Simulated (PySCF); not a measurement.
Homolysis of single bonds, series formyl-X. Gas-phase values, no solvent. One relaxed conformer stands for each flexible species; it need not be the lowest. Strings in code marks are SMILES.

Calculation: TPSSh-D3(BJ)/def2-TZVP // PBE0-D3(BJ)/def2-TZVP (PySCF). All candidates: neutral, multiplicity 2. 

```yaml
dipole_moment: 0.29 D
highest_occupied_spin_orbital: -5.24 eV
```

### Question
Name which member has these values.
A. `[CH2]C`
B. `[NH2]`
C. `[CH]=C`
D. `C[S]`

### Answer
A, `[CH2]C`. The others give `C[S]`: 1.75 D, -5.95 eV; `[CH]=C`: 0.69 D, -6.23 eV; `[NH2]`: 1.92 D, -7.84 eV
